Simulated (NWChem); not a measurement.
A series in which one site is exchanged, each optimised at PBE0/def2-SVP with NWChem, gas phase unless a solvent is named. Some are not confirmed as minima by frequencies. def2 effective core potentials on Sn; no spin-orbit coupling.

A: [SiH3][SnH3] (SnSiH₆; site = Sn)
B: [GeH3][SiH3] (GeSiH6; site = Ge)
C: [SiH3][SiH3] (Si2H6; site = Si)
D: C[SiH3] (CH$_{6}$Si; site = C)

```
quantity                                                A      B      C           D
---------------------------------------------------  ----  -----  -----  ----------
dipole (D), PBE0/def2-SVP                            0.12   0.03   0.00  (withheld)
vertical ionisation energy, ΔSCF, PBE/def2-SVP (eV)  9.86  10.27  10.40  (withheld)
static polarisability, PBE0/def2-SVPD (bohr³)        77.2   65.9   62.5  (withheld)
```

### Question
Fill in the missing entries.

### Answer

- dipole (D), PBE0/def2-SVP, D: 0.80
- vertical ionisation energy, ΔSCF, PBE/def2-SVP (eV), D: 11.23
- static polarisability, PBE0/def2-SVPD (bohr³), D: 43.3
